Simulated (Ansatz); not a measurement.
Ideal-gas functions of `C=CC[O]` radical at 600 K and 1 bar, from an Ansatz frequency run at PBE0-D4/def2-TZVP.

Molar mass 57.07 g/mol, point group C1 (symmetry number 1), electronic degeneracy 2, moments of inertia 15.819, 113.275, 118.705 u Å². Harmonic wavenumbers (cm⁻¹, unscaled): 107, 325, 450, 615, 789, 916, 966, 1026, 1073, 1093, 1170, 1299, 1328, 1337, 1448, 1725, 2861, 2968, 3149, 3173, 3241.

Use S(trans) = R[1.5 ln M + 2.5 ln T − 1.1517]; rotational temperatures θ = 24.2544 K / I; S(rot) = R[ln(√π/σ · √(T³/θAθBθC)) + 1.5]; for each mode x = 1.438777 ν̃/T, S = R[x/(eˣ − 1) − ln(1 − e⁻ˣ)] and H = RT x/(eˣ − 1); 1 cm⁻¹ = 0.0119627 kJ/mol; R = 8.31446 J/(mol·K).

Problem. By hand: the entropy, in J/(mol·K).

Solution. Translation 173.8. Rotation: θ = 1.5332, 0.2141, 0.2043 K, giving 108.2. Vibration, mode by mode: 19.65, 10.59, 8.07, 5.80, 4.15, 3.26, 2.97, 2.65, 2.43, 2.34, 2.02, 1.58, 1.50, 1.47, 1.19, 0.69, 0.07, 0.05, 0.04, 0.04, 0.03, in all 70.6. Electronic 5.8. Sum 358.4 J/(mol·K).

Problem. By hand: H − E and G − E in kJ/mol, counted from the electronic energy.

Solution. Zero-point energy ½ × 31059 × 0.0119627 = 185.8; thermal vibration 24.2; translation, rotation and pV give 4 RT = 20.0. H − E = 230.0 kJ/mol, and G − E = 230.0 − 600 × 358.4/1000 = 15.0 kJ/mol.

Vibration gives 20 % of the entropy, 19.6 J/(mol·K) of it from the mode under 150 cm⁻¹: soft modes count most, and the harmonic formula is weakest for them. The sum counts one conformer and one mirror image; others add a mixing term.
